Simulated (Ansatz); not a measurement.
# NH3 ··· NH3

The pair of NH3 (SMILES N, atoms 1–4) and NH3 (SMILES N, atoms 5–8), both closed shells, in one local arrangement (a lower one may exist), relaxed at PBE0-D4/def2-TZVP:

N1  (0.277, -0.023, -1.742)
H2  (-0.030, -0.894, -2.156)
H3  (-0.021, -0.028, -0.768)
H4  (-0.234, 0.716, -2.210)
N5  (-0.079, 0.038, 1.452)
H6  (-0.317, -0.796, 1.974)
H7  (0.923, 0.166, 1.530)
H8  (-0.519, 0.821, 1.920)
(Å)

Ansatz 0.2.0; basis: def2-TZVPPD, with def2-QZVPPD for the basis limit; cores frozen in the correlated methods. B3LYP uses VWN-RPA correlation. Extrapolation: Hartree–Fock as exp(−7.88 √X), correlation as X^−2.97. Interaction energies count from these two fragments, frozen as in the pair, with the counterpoise correction; negative means bound.

Problem. What is the interaction energy by CCSD(T) at an estimated basis limit (MP2 extrapolated from triple and quadruple zeta, plus CCSD(T) − MP2 in triple zeta)? (Judge from chemistry; the value comes from the calculation.)

Solution. By the calculation: -12.8 kJ/mol. Hartree–Fock alone gives -5.8 kJ/mol at the basis limit. It counts from the two fragments frozen as in the pair.

The same quantity by other methods in triple zeta, and each one's difference from that estimate:
| method | E_int (kJ/mol) | difference |
| --- | --- | --- |
| PBE-D4 | -15.0 | -2.2 |
| revPBE-D4 | -12.5 | 0.3 |
| BLYP-D4 | -12.8 | 0.1 |
| r2SCAN-D4 | -13.0 | -0.2 |
| B97M-V | -12.9 | 0.0 |
| PBE0-D4 | -14.4 | -1.5 |
| B3LYP-D4 | -13.4 | -0.5 |
| HSE06-D4 | -14.4 | -1.5 |
| wB97X-V | -12.7 | 0.2 |
| wB97M-V | -12.6 | 0.2 |
| B2PLYP | -11.0 | 1.8 |
| HF | -5.8 | 7.0 |
| MP2 | -11.9 | 1.0 |
| CCSD | -10.7 | 2.1 |
| CCSD(T) | -11.7 | 1.1 |
Differences are method less estimate.

Problem. Which atoms make the shortest contact between the fragments?

Solution. H3 and N5, 2.22 Å apart.

Basis-set superposition shift (counterpoise-corrected less uncorrected): CCSD(T) 1.4; MP2 1.5; HF 0.3; PBE0-D4 0.4; wB97M-V 0.5 kJ/mol.

T1 diagnostic: at most 0.009.

For scale, one of the runs: CCSD(T)/def2-TZVPPD, 176 basis functions, launched by `ansatz run in.yaml --threads 2 --pin off --events-out ev --progress --plain --max-ram 5222MiB`. The run took 22 s on 2 CPU threads of an Arm Neoverse V2 (shared host), with 1.6 GiB of host memory at its peak.
